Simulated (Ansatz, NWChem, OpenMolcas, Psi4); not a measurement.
# From CH4 to CCl4: predicting a member

Gas-phase molecules. On one C centre, n of the H ligands are replaced by Cl. The atomisation energy (no zero-point term) y in kJ/mol at B3LYP/6-31G* (spherical functions). Shapes: PBE0-D4/def2-TZVP. Programs: Ansatz 0.2.0, NWChem 7.3.0, OpenMolcas 26.06, Psi4 1.11. A level may come from different programs for different species; with the same settings they agree closely.

| molecule | n | y (kJ/mol) |
| --- | --- | --- |
| CH4 | 0 | 1764 |
| CH3Cl | 1 | 1643 |
| CH2Cl2 | 2 | ? |
| CHCl3 | 3 | 1375 |
| CCl4 | 4 | 1215 |

Fit y = c + s·n to the known rows and predict CH2Cl2.


1. Means of the 4 rows: n = 2.00000, y = 1499.2.
2. Σ(Δn)² = 10, Σ(Δn·Δy) = -1366, so the slope is -1366/10 = -136.6.
3. Intercept: 1499.2 − (-136.6) × 2.00000 = 1772.4. The largest residual of the fit is 12.
4. CH2Cl2: 1772.4 + (-136.6) × 2 = 1499 kJ/mol.

The run gave 1516 kJ/mol, so the prediction is off by -17 kJ/mol, more than the largest residual. The step per swap changes from -121 to -160 kJ/mol along the series, so a line misses the bend: the ligands act on one another. The slope is only an average step. Other levels give for CH2Cl2: HF/3-21G 937 kJ/mol. Spin-orbit coupling of the free atoms (H 0, Cl 4 kJ/mol each; the atoms kept shift only the intercept) is left out.
